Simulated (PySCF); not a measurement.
Work out the structure from these simulated measurements.

Formula: C2N2S.

| Property | Result |
| --- | --- |
| 13C NMR | chemical shifts (computed TMS as zero) by class: 92.8 (2 C) ppm [GIAO KT3/pcSseg-2] |
| Triplet | lowest triplet excitation (Tamm–Dancoff): 4.74 eV [TDA B3LYP/def2-SVPD] |
| Rotational structure | rotational constants A, B, C: 10.591, 2.779, 2.201 GHz [PBE0-D3(BJ)/def2-SVP] |
| UV, first state | lowest singlet excitation: 5.13 eV (242 nm, f = 0.000) [TDDFT B3LYP/def2-SVPD] |
| NMR, other nuclei | isotropic shieldings of nuclei other than C and H, by class: -73 (2 N), 505 (1 S) ppm [GIAO KT3/pcSseg-2] |
| Valence photoelectron | vertical ionisation energy: 11.19 eV [ΔSCF B3LYP/def2-SVPD] |
| Polarisability | 50.6 au [B3LYP/def2-SVPD] |

Electronic properties: PySCF, gas phase, density fitting. Levels stand in brackets. Geometry: PBE0-D3(BJ)/def2-SVP; no solvent, vibrations or thermal averaging. NMR values are class means; diastereotopic atoms form classes of their own.

Task: Give a SMILES that accounts for the data.

Result: Numbering: `[N:1]#[C:2][S:3][C:4]#[N:5]`. Its formula, C2N2S, gives 4 degrees of unsaturation: 0 rings and 4 π bonds in the structure found. 2 carbons fall into 1 class: cyano carbon [C2/C4] (92.8 ppm, 2 C). The other shieldings belong to: -73 ppm, cyano nitrogen [N1/N5]; 505 ppm, sulfur bonded to 2 C [S3]. S1 is mainly HOMO→LUMO (weight 0.99); the largest Löwdin shares of the orbital it empties are 0.41 on the sulfur bonded to 2 C and 0.17 on each of 2 atoms of one kind (cyano nitrogen), of the orbital it fills 0.45 on the sulfur bonded to 2 C and 0.17 on each of 2 atoms of one kind (cyano carbon). The optimised geometry has point group C2v and is an asymmetric top. Structure: sulfur dicyanide (`N#CSC#N`). The assignments are read from this structure; whether some other isomer fits the data as well wasn't checked.
